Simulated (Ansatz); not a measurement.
# H₄NOSi, SMILES [O]N[SiH3]: a relaxed scan of one distance

Computed with the Python package of Ansatz (0.2.0).

Interactive session:
```pycon
>>> import warnings
>>> import ansatz as az
>>> from ase import Atoms
>>> import numpy as np
>>> BASIS_SET = "def2-SVP"
>>> FUNCTIONAL = "PBE0"
>>> warnings.simplefilter("ignore", az.DeckWarning)
>>> atoms = Atoms(["O", "N", "Si", "H", "H", "H", "H"], positions=[
...     (1.7378, -0.8121, -0.1687),
...     (1.0395, 0.3314, -0.3592),
...     (-0.677, -0.0516, -0.0312),
...     (1.346, 0.9983, 0.3839),
...     (-0.8115, -0.5858, 1.3325),
...     (-1.1513, -1.0516, -0.9996),
...     (-1.4836, 1.1714, -0.1577),
... ])
>>> h4nosi = az.Crystal.molecule_from_ase(atoms)
>>> model = (
...     h4nosi.calculation()
...     .basis(gaussian=BASIS_SET)
...     .functional(FUNCTIONAL)
...     .spin("collinear", total=1)
... )
>>> symbols = [site.symbol for site in h4nosi.cartesian_sites]
>>> pairs = [(0, 1), (1, 2), (1, 3), (2, 4), (2, 5), (2, 6)]
>>> print("held (A)   E (eV)        ", "  ".join(f"{symbols[i]}{i}-{symbols[j]}{j}" for i, j in pairs))
held (A)   E (eV)         O0-N1  N1-Si2  N1-H3  Si2-H4  Si2-H5  Si2-H6
>>> for length in [0.96, 1.04, 1.13, 1.25, 1.41]:
...     rep = model.relax(constraints=[az.DistanceConstraint((1, 3), at=length)], force_tolerance=0.02, max_steps=60).run(threads=1, backend="cpu").report
...     xyz = np.array(rep["positions_ang"])
...     print(f"{length:6.2f} {rep['free_energy_ev']:14.5f}  ", "  ".join(f"{np.linalg.norm(xyz[i] - xyz[j]):.3f}" for i, j in pairs))
...
  0.96   -11465.05838   1.278  1.779  0.960  1.489  1.489  1.493
  1.04   -11465.16513   1.273  1.780  1.040  1.489  1.489  1.492
  1.13   -11465.00352   1.265  1.780  1.130  1.489  1.489  1.492
  1.25   -11464.56269   1.253  1.780  1.250  1.490  1.489  1.491
  1.41   -11463.86310   1.236  1.782  1.410  1.491  1.490  1.489
```

Reading the output:
- Total energies depend on the basis set; only differences at equal settings carry meaning.
- The energies are electronic: no zero-point or thermal terms, and the basis set is short of its limit.
- The species is open-shell (spin multiplicity 2).
- The script silences the warnings on its input, which a real study should read.
- Finished in 2.9 min on 1 thread of Arm Neoverse V1 (shared host), peak memory 0.23 GiB.
